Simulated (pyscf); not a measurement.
PySCF, gas phase, ωB97X-D3(BJ)/def2-SVP geometries.

**Question.** Estimate by transition-state theory the rate constant of F–CH₂–F + H• → F–CH•–F + H₂ (doublet surface; C–H broken, H–H formed) at 1200 K, with ωB97M-D3(BJ)/def2-TZVP energies (ideal gas, 1 atm, RRHO with modes under 100 cm⁻¹ raised to 100, one conformer, R ln 2 for chiral ones without a mode under 150 cm⁻¹; no tunnelling).

**Answer.** The electronic barrier is 11.6 kcal/mol and the thermal terms add +23.0, so ΔG‡ = 34.6 kcal/mol. With k_BT/h = 2.50e+13 s⁻¹ and RT = 2.385 kcal/mol, and a volume of 1.64e-19 cm³ per molecule at 1 atm, k = 2.1e-12 cm³ molecule⁻¹ s⁻¹. Wigner's tunnelling factor for 1469i cm⁻¹ would be 1.13. A shift of 1 kcal/mol in the barrier changes k by a factor 1.5. One saddle was located; it need not be the lowest between these sides. The angle at the transferred H is 176°.
